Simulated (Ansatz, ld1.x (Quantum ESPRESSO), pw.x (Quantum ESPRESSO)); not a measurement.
**germanium (diamond): variants of one ultrasoft potential in the solid**

- Element: Ge
- Generator: ld1.x (Quantum ESPRESSO) 7.5
- Type: ultrasoft
- Functional: PBE
- Relativity: scalar-relativistic
- Frozen core: [Ar] 3d10
- Valence charge: 4
- Reference configuration: 4s2 4p2
- Partial waves: 4s (bound): rcut 1.55, rcutus 1.90 bohr; 4s channel at -0.4 Ry: rcut 1.55, rcutus 1.90 bohr; 4p (bound): rcut 1.65, rcutus 2.25 bohr; 4p channel at 0.1 Ry: rcut 1.65, rcutus 2.25 bohr; 4d channel at 0.25 Ry: rcut 1.80, rcutus 2.35 bohr; 4d channel at 2.85 Ry: rcut 1.80, rcutus 2.35 bohr
- Local potential: all-electron potential smoothed inside 1.60 bohr (lloc = -1)
- Core correction: Bessel-smoothed model core, default radius (core density twice the valence density)
- Augmentation charge: PSQ, radius 1.50 bohr

Crystal test: diamond Ge in pw.x 7.5, no spin, 8³ k-points, Fermi–Dirac smearing 0.01 Ry, cutoffs set for each file from its atomic test. The reference is all-electron LAPW (Ansatz 0.2.0) with the same functional, mesh and smearing; V0 and B0 come from Birch–Murnaghan fits to the pressures at five volumes. Errors are pseudo minus all-electron; Δ is the rms difference of the E(V) curves that follow from these fits, minima aligned, over ±6 % about the mean V0. Mesh and smearing are coarse, so the numbers serve the comparison and aren't converged zero-temperature values; the lattice is a test structure that the element need not adopt.

All-electron: a0 = 5.765 Å (V0 = 23.95 Å³/atom), B0 = 57.6 GPa.

| change | cutoffs (Ry) | pw.x | a0 (Å) | a0 error (%) | B0 error (%) | Δ (meV/atom) | mean pressure error (GPa) |
| --- | --- | --- | --- | --- | --- | --- | --- |
| base | 40/320 | converged | 5.774 | +0.16 | +0.8 | 1.4 | +0.28 |
| waves 4d channel at 0.25 Ry: rcut 1.46, rcutus 1.54 bohr; 4d channel at 2.85 Ry: rcut 1.46, rcutus 1.54 bohr | 40/600 | converged; bound ghost | 5.684 | -1.41 | +7.9 | 13.1 | -2.42 |
| waves 4d channel at 0.25 Ry: rcut 1.80, rcutus 2.12 bohr; 4d channel at 2.85 Ry: rcut 1.80, rcutus 2.12 bohr | 40/320 | converged | 5.768 | +0.05 | +1.2 | 0.5 | +0.09 |
| waves 4d channel at 0.25 Ry: rcut 1.80, rcutus 2.58 bohr; 4d channel at 2.85 Ry: rcut 1.80, rcutus 2.58 bohr | 40/320 | converged | 5.776 | +0.18 | +0.6 | 1.7 | +0.32 |
| waves 4d channel at 0.25 Ry: rcut 1.80, rcutus 3.52 bohr; 4d channel at 2.85 Ry: rcut 1.80, rcutus 3.52 bohr | 40/380 | converged | 5.771 | +0.11 | +3.7 | 1.1 | +0.20 |

(1) Give the row for: waves 4d channel at 0.25 Ry: rcut 1.80, rcutus 2.92 bohr; 4d channel at 2.85 Ry: rcut 1.80, rcutus 2.92 bohr.

Answers

(1) pw.x: converged; mean pressure error (GPa): +0.35; a0 (Å): 5.777; a0 error (%): +0.20; B0 error (%): +0.4; Δ (meV/atom): 1.8.
